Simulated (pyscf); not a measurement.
Single points on ωB97X-D3(BJ)/def2-SVP structures (PySCF, gas phase). MP2 and CC: frozen core, UHF for open shells. ΔMP2 is the change of the MP2 total energy from the triple- to the quadruple-zeta basis.

Problem. For F–SiH₂–F (SMILES F[SiH2]F) + H₂O (SMILES O) -> HF (SMILES F) + HO–SiH₂–F (SMILES O[SiH2]F), a four-centre exchange (singlet surface; F–Si, H–O broken, F–H, O–Si formed), PBE/def2-TZVP gives ΔE‡ = 17.0 kcal/mol and ΔE = +9.4 kcal/mol (zero: the separated reactants). In which direction and how far do r²SCAN/def2-TZVP, PBE0-D3(BJ)/def2-TZVP, CCSD(T)/def2-TZVPP + ΔMP2(QZVPP) move these?

Solution. r²SCAN: ΔE‡ = 18.2 kcal/mol, ΔE = +9.7 kcal/mol; PBE0-D3(BJ): ΔE‡ = 18.4 kcal/mol, ΔE = +8.7 kcal/mol; CCSD(T): ΔE‡ = 23.9 kcal/mol, ΔE = +9.2 kcal/mol. PBE's barrier lies under all of them, by 1.1 to 6.9 kcal/mol. Its reaction energy matches one of them and lies within 0.7 kcal/mol of the others. On the reactant side the descent ends in a complex (not fully relaxed), 4.2 kcal/mol under the separated species and 24.7 kcal/mol under the saddle at ωB97X-D3(BJ)/def2-TZVP. On the product side the descent ends in a complex, 6.3 kcal/mol under the separated species and 17.7 kcal/mol under the saddle at ωB97X-D3(BJ)/def2-TZVP. At ωB97X-D3(BJ) the barrier from the zero used here is 20.4 kcal/mol. One saddle was located; it need not be the lowest between these sides. The CCSD(T) − MP2 part came from Ansatz, without density fitting, on the same reference.
